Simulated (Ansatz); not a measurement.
# KCo3: from a trial structure to a relaxed crystal

Method: DFT PBE, scalar-relativistic, plane waves, PAW (Ansatz). Cutoff 420 eV, Γ-centred k mesh, Gaussian smearing, collinear spin, first started from parallel moments.

The start puts KCo3 on the Cu3Au (L1_2) structure type (Pm-3m, No. 221), with K in place of Au, Co in place of Cu, at a guessed volume.

```
CELL_PARAMETERS angstrom
4.02533 0.00000 0.00000
0.00000 4.02533 0.00000
0.00000 0.00000 4.02533
ATOMIC_POSITIONS crystal
K 0.00000 0.00000 0.00000
Co 0.00000 0.50000 0.50000
Co 0.50000 0.00000 0.50000
Co 0.50000 0.50000 0.00000
```

Cell and atoms relax at zero pressure; the relaxation can't lower the symmetry of the start.

The zero of energy is the elements' standard structures at the same level; no fitted shifts are applied.

**Question.** Describe the relaxed structure.

**Answer.** It keeps Pm-3m (No. 221). The result has the Cu3Au (L1_2) structure. Conventional cell: a = 3.977 Å. K has 12 Co at 2.81 Å; around Co lie 4 K at 2.81 Å and 8 Co at 2.81 Å.

Space group Pm-3m (No. 221). a = 3.977 Å, b = 3.977 Å, c = 3.977 Å, α = 90.00°, β = 90.00°, γ = 90.00°
```csv
atom,site,symmetry,x,y,z
K,1a,m-3m,0.0000,0.0000,0.0000
Co,3c,4/mm.m,0.0000,0.5000,0.5000
```

**Question.** What are its volume, energy, gap and moment?

**Answer.** The volume per atom is 15.73 Å³, the density is 5.70 g/cm³ and the energy over the elements is 1.45 eV/atom. The gap on the 12×12×12 mesh is 0 eV (a metal), the net moment per atom is 1.26 μB and the largest site moment is 1.76 μB.

The final run used a 12×12×12 mesh on its 4-atom cell and 0.10 eV smearing. The k mesh leaves about 4 meV/atom of noise in metals. Symmetry constrained the relaxation, so the result can be a saddle point.

Cost: 2 runs of about 2.7 core-minutes in all, on Arm Neoverse V2 (shared hosts).